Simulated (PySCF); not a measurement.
Job file and geometry (Å, from PBE0-D3(BJ)/def2-TZVP) of an NMR shielding run on `C=C1CCC1`, C$_{5}$H$_{8}$, GIAO PBE0/pcSseg-2 NMR shielding, non-relativistic, gas phase (PySCF); density fitting, a coarse starting grid and PySCF grid level 2 are the driver's defaults:

```
$ OMP_NUM_THREADS=2 python probes_run.py task.json out

{"job": {"kind": "nmr", "xc": "PBE0", "basis": "pcSseg-2"}, "charge": 0, "multiplicity": 1}
C      1.741256     0.151368    -0.975081
C      0.607737     0.035737    -0.305813
C     -0.134634     0.932445     0.661489
C     -1.311433    -0.074428     0.641642
C     -0.470364    -1.024698    -0.246546
H      2.367632     1.031554    -0.876620
H      2.082378    -0.629267    -1.646979
H     -0.359208     1.935772     0.292752
H      0.355473     1.030824     1.633621
H     -2.204092     0.308918     0.147322
H     -1.599641    -0.476752     1.612578
H     -0.155255    -1.942928     0.255887
H     -0.912502    -1.298645    -1.207110
```

Problem. Write the output of this run.

Solution. 
```
coarse grid: 10392 points
cycle   1  E = -195.0787221006  dE =  5.353e-01  |g| = 3.778e-01  |ddm| = 2.341e+00
cycle   2  E = -195.0750576560  dE =  3.664e-03  |g| = 4.016e-01  |ddm| = 6.667e-01
cycle   3  E = -195.1182857822  dE = -4.323e-02  |g| = 3.680e-02  |ddm| = 3.673e-01
cycle   4  E = -195.1183962573  dE = -1.105e-04  |g| = 2.757e-02  |ddm| = 3.749e-02
cycle   5  E = -195.1185659757  dE = -1.697e-04  |g| = 7.745e-03  |ddm| = 2.105e-02
cycle   6  E = -195.1185811722  dE = -1.520e-05  |g| = 9.394e-04  |ddm| = 5.755e-03
cycle   7  E = -195.1185813724  dE = -2.002e-07  |g| = 2.189e-04  |ddm| = 7.737e-04
final grid: 99016 points
cycle   8  E = -195.1223151314  dE = -9.061e-05  |g| = 7.174e-03  |ddm| = 5.790e-02
cycle   9  E = -195.1223091560  dE =  5.975e-06  |g| = 8.667e-03  |ddm| = 1.173e-02
cycle  10  E = -195.1223282104  dE = -1.905e-05  |g| = 1.412e-03  |ddm| = 6.770e-03
cycle  11  E = -195.1223286570  dE = -4.465e-07  |g| = 3.806e-04  |ddm| = 1.058e-03
cycle  12  E = -195.1223286931  dE = -3.610e-08  |g| = 5.175e-05  |ddm| = 2.692e-04
cycle  13  E = -195.1223286936  dE = -5.340e-10  |g| = 1.721e-05  |ddm| = 4.506e-05
converged SCF energy = -195.1223286936

GIAO shielding tensors (ppm)
atom      isotropic    diamagn.    paramagn.     s11        s22        s33       span
  0 C       69.251     254.809    -185.558    -44.586     94.505    157.834    202.420
  1 C       20.682     255.997    -235.315    -92.127     13.679    140.494    232.621
  2 C      152.713     244.524     -91.811    136.801    149.733    171.604     34.803
  3 C      168.916     245.643     -76.727    158.545    166.460    181.745     23.200
  4 C      152.694     244.518     -91.824    136.766    149.730    171.586     34.820
  5 H       26.364      31.397      -5.034     23.079     25.788     30.224      7.145
  6 H       26.360      31.388      -5.028     23.077     25.784     30.218      7.140
  7 H       28.736      29.976      -1.240     25.412     27.358     33.439      8.027
  8 H       28.608      30.062      -1.454     25.384     27.412     33.026      7.642
  9 H       29.517      30.012      -0.495     26.680     27.314     34.557      7.877
 10 H       29.613      29.648      -0.036     26.765     27.062     35.012      8.247
 11 H       28.606      30.069      -1.463     25.378     27.418     33.022      7.644
 12 H       28.737      29.961      -1.224     25.417     27.355     33.440      8.023
```

Problem. Turn these shieldings into chemical shifts. References, each an isolated molecule treated in the same way: ¹³C (σ = 186.03 ppm) and ¹H (σ = 31.52 ppm) vs TMS.

Solution. Averaging equivalent atoms: C 1: 165.4; C 0: 116.8; C 2/4: 33.3; C 3: 17.1; H 5/6: 5.16; H 7/8/11/12: 2.85; H 9/10: 1.96 ppm. 

Size and cost of the density-fitted run: 292 basis functions; peak memory 1.9 GiB.
